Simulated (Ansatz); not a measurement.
C3H6O3 can be A, `COCC(=O)O`, or B, `COC(=O)OC`.

Gas-phase electronic energies from Ansatz, PBE0-D4/def2-TZVP geometries. CCSD(T)/CBS adds triple-zeta CCSD(T) − MP2 to the extrapolated MP2 energy (def2 sets, frozen cores). DFT in def2-TZVPP. B3LYP here is the variant with VWN-RPA as its local correlation; programs differ in this. One conformer a species, not always the lowest.

A:

Z-matrix (Å, degrees):
```
C
O 1 1.407
H 1 1.089 2 107.1
H 1 1.098 2 111.0 3 118.9
H 1 1.096 2 111.8 3 -119.1
C 2 1.388 1 113.5 3 -176.5
C 6 1.517 2 116.7 1 -76.2
H 6 1.094 2 107.6 1 164.9
H 6 1.099 2 112.5 1 47.3
O 7 1.200 6 122.8 2 171.3
O 7 1.338 6 113.8 2 -10.2
H 11 0.968 7 106.2 6 -178.5
```

B:

Z-matrix (Å, degrees):
```
C
O 1 1.423
H 1 1.091 2 110.7
H 1 1.088 2 105.6 3 -119.5
H 1 1.091 2 110.7 3 121.0
C 2 1.329 1 114.5 3 -60.5
O 6 1.329 2 108.1 1 180.0
O 6 1.202 2 125.9 1 -0.0
C 7 1.423 6 114.5 2 180.0
H 9 1.091 7 110.7 6 60.4
H 9 1.088 7 105.6 6 180.0
H 9 1.091 7 110.7 6 -60.5
```

(1) Which is lower in electronic energy at CCSD(T)/CBS, and by how much? (Estimate.)

(2) Give E(B) − E(A) in kcal/mol with B3LYP-D4, CCSD/def2-TZVPP, B3LYP, PBE-D4, CCSD(T)/def2-TZVPP, HF/def2-TZVPP, MP2/def2-TZVPP. (Best estimate.)

Largest T1 diagnostic: 0.014.

Answers

(1) The calculation gave: B, by 6.3 kcal/mol.

(2) Computed: B3LYP-D4 -7.1, CCSD/def2-TZVPP -7.0, B3LYP -7.5, PBE-D4 -6.1, CCSD(T)/def2-TZVPP -6.9, HF/def2-TZVPP -10.0, MP2/def2-TZVPP -6.7. None reverses the order clearly.

In def2-TZVPP, CCSD(T) changes the Hartree–Fock value by +3.1 kcal/mol (the triples alone add +0.2 kcal/mol) and MP2 by +3.3 kcal/mol.
